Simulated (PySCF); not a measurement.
## BH₂ + Cl₂ → BHCl + HCl

Level: PBE0 in the def2-TZVP basis family, all electrons, no relativity, computed in PySCF with density fitting; open shells unrestricted.

```json
{"species": "BH₂", "state and structure": "doublet, C2v, B–H 1.191 Å (×2); H–B–H 129.4°", "E (Eh)": "-25.89448", "ZPE (kJ/mol)": "37.8", "H(298 K) − H(0) (kJ/mol)": "10.0", "S° (J/(mol K))": "194.2"}
{"species": "Cl₂", "state and structure": "singlet, D∞h, Cl–Cl 1.982 Å", "E (Eh)": "-920.08940", "ZPE (kJ/mol)": "3.5", "H(298 K) − H(0) (kJ/mol)": "9.1", "S° (J/(mol K))": "222.5"}
{"species": "BHCl", "state and structure": "doublet, Cs, B–Cl 1.710 Å, B–H 1.193 Å; Cl–B–H 123.6°", "E (Eh)": "-485.42626", "ZPE (kJ/mol)": "26.3", "H(298 K) − H(0) (kJ/mol)": "10.2", "S° (J/(mol K))": "239.7"}
{"species": "HCl", "state and structure": "singlet, C∞v, H–Cl 1.279 Å", "E (Eh)": "-460.66440", "ZPE (kJ/mol)": "17.9", "H(298 K) − H(0) (kJ/mol)": "8.7", "S° (J/(mol K))": "186.6"}
```

(1) What is the electronic reaction energy?

(2) Add zero-point, thermal and entropy terms for 298.15 K and 1 bar.

Results:

(1) At PBE0/def2-TZVP, ΔE = -280.4 kJ/mol from the differences of the total energies times 2625.5, downhill. 

(2) ΔZPE = 2.9 and Δ[H(298) − H(0)] = -0.2 kJ/mol give ΔH° = -277.7 kJ/mol. ΔS° = 9.6 J/(mol K), so ΔG° = -277.7 − 298.15 × (0.0096) = -281 kJ/mol.

The structures come from searches over a few start shapes, so lower isomers are not excluded.
